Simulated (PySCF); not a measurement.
Structure with atom numbers: `[CH:1]#[C:2][SiH2-:3]` (H(Xn): hydrogen on atom n).

Geometry: PBE0-D3(BJ)/def2-SVP; GIAO absolute shieldings from PySCF, gas phase, non-relativistic, averaged over equivalent atoms.

At PBE0/pcSseg-1 (73 basis functions, 2.9 s wall time on 1 thread of an Arm Neoverse V1, shared host):
```json
{"atoms": "C2", "σ (ppm)": "66.0"}
{"atoms": "C1", "σ (ppm)": "95.8"}
{"atoms": "Si3", "σ (ppm)": "507.2"}
{"atoms": "H(Si3)", "σ (ppm)": "28.48"}
{"atoms": "H(C1)", "σ (ppm)": "29.59"}
```

Task: Predict the values at KT2/pcSseg-2 on the same geometry.

Result: 
| atoms | σ at KT2/pcSseg-2 | change |
| --- | --- | --- |
| C2 | 70.1 | +4.1 |
| C1 | 103.1 | +7.3 |
| Si3 | 515.1 | +7.9 |
| H(Si3) | 28.06 | -0.42 |
| H(C1) | 29.08 | -0.51 |

The largest change is at Si3 (silicon bonded to C, 2 H). Cost: 157 basis functions, 8.7 s wall time on 1 thread of an Arm Neoverse V1, shared host.
